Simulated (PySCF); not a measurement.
# PBE/STO-3G run of SiH4 (silane)

Aim: the vertical singlet–triplet gap of SiH4 (silane) at PBE/STO-3G, from 2 runs. The job is set up through a Python script.

The results are computed with PySCF 2.14.0.

9 further runs of the same task are left out: 9 set aside as unsound or not needed.

### Step 1. Starting point

The species is SiH4 (5 atoms), meant as a singlet with charge 0. SMILES: `[SiH4]`. Geometry: relaxed at PBE0-D4/def2-TZVP.

Bond lengths: Si1–H2 1.485 Å, Si1–H3 1.485 Å, Si1–H4 1.485 Å, Si1–H5 1.485 Å. Angles: H2–Si1–H3 109.5°, H2–Si1–H4 109.5°, H2–Si1–H5 109.5°, H3–Si1–H4 109.5°, H3–Si1–H5 109.5°, H4–Si1–H5 109.5°.

### Step 2. The energy at PBE/STO-3G

job.py reads:

```python
# [SiH4]
from pyscf import gto, dft

mol = gto.M(
    atom=[
    ('Si', (-0.000000, 0.000000, -0.000100)),
    ('H', (0.967600, -0.688400, 0.890900)),
    ('H', (-1.331000, 0.044900, 0.656000)),
    ('H', (-0.105100, -0.740300, -1.282600)),
    ('H', (0.468500, 1.383800, -0.264200)),
],
    basis='sto-3g',
    max_memory=1860,
    charge=0,
    spin=0,
    verbose=3,
)

mf = dft.RKS(mol)
mf.xc = 'pbe'
mf.conv_tol = 1e-10
mf.grids.level = 5
mf.kernel()
if not mf.converged:
    mf = mf.newton().run(mf.mo_coeff, mf.mo_occ)

e_tot = mf.e_tot
print('E = %.10f Eh' % e_tot)
```

Run with:

```console
$ OMP_NUM_THREADS=1 python job.py
```

Log:

```text
converged SCF energy = -288.340619358996
E = -288.3406193590 Eh
```

Run time: 1.5 s. Hardware: 1 thread of Arm Neoverse V1, shared host; peak memory 0.17 GiB.

### Step 3. The triplet

geometry.xyz reads:

```xyz
5

Si     0.000000     0.000000    -0.000100
H      0.967600    -0.688400     0.890900
H     -1.331000     0.044900     0.656000
H     -0.105100    -0.740300    -1.282600
H      0.468500     1.383800    -0.264200
```

input.py reads:

```python
from pyscf import gto, dft

system = gto.Mole()
system.atom = 'geometry.xyz'
system.basis = 'sto-3g'
system.spin = 2
system.max_memory = 1860
system.verbose = 3
system.build()

mf = dft.UKS(system, xc='pbe')
mf.grids.level = 5
mf.conv_tol = 1e-10
mf.kernel()
if not mf.converged:
    mf = mf.newton().run(mf.mo_coeff, mf.mo_occ)

e_tot = mf.e_tot
print('E(%s) = %.9f' % ('PBE', e_tot))
```

Run with:

```console
$ OMP_NUM_THREADS=1 python input.py
```

Log:

```text
WARN: HOMO 0.193300789842839 >= LUMO -0.318823534860016

WARN: HOMO 0.181621959950118 >= LUMO -0.179319463858523

WARN: HOMO 0.239022658377061 >= LUMO -0.202262316217274

WARN: HOMO 0.231485254979615 >= LUMO -0.203669517153712

WARN: HOMO 0.23616627735872 >= LUMO -0.195290032585208

WARN: HOMO 0.23402279487386 >= LUMO -0.188931937115276

WARN: HOMO 0.225649027138422 >= LUMO -0.175210922439434

WARN: HOMO 0.22462211769065 >= LUMO -0.168848950413763

WARN: HOMO 0.224710588571367 >= LUMO -0.155926947956376

WARN: HOMO 0.222754285908184 >= LUMO -0.150660833507198

WARN: HOMO 0.221756369663987 >= LUMO -0.149223936287481

WARN: HOMO 0.221745575021271 >= LUMO -0.149197347886589

WARN: HOMO 0.221731862574456 >= LUMO -0.149241460232095

WARN: HOMO 0.221751486187193 >= LUMO -0.149233995225853

WARN: HOMO 0.221750150522833 >= LUMO -0.14923789441634

WARN: HOMO 0.22175024119974 >= LUMO -0.149238241388434

converged SCF energy = -287.878800930614  <S^2> = 2.0004953  2S+1 = 3.0003302
E(PBE) = -287.878800931
```

Run time: 3.9 s. Hardware: 1 thread of Arm Neoverse V1, shared host; peak memory 0.18 GiB.

### Step 4. Results

Level: PBE/STO-3G.

| quantity | value |
| --- | --- |
| singlet: total energy | -288.34062 Eh |
| singlet: dipole moment | 0.00 D |
| singlet: HOMO energy | -6.69 eV |
| singlet: LUMO energy | 7.28 eV |
| singlet: HOMO–LUMO gap | 13.97 eV |
| triplet: total energy | -287.87880 Eh |
| triplet: dipole moment | 0.20 D |
| triplet: ⟨S²⟩ | 2.000 |
| vertical energy of the triplet above the singlet | 12.567 eV |

At this shape the triplet lies 12.57 eV (1213 kJ/mol) above the singlet. In a minimal basis such a difference can be off by several eV, whatever the method. Mulliken charges (singlet) run from -0.11 on H2 to +0.44 on Si1.
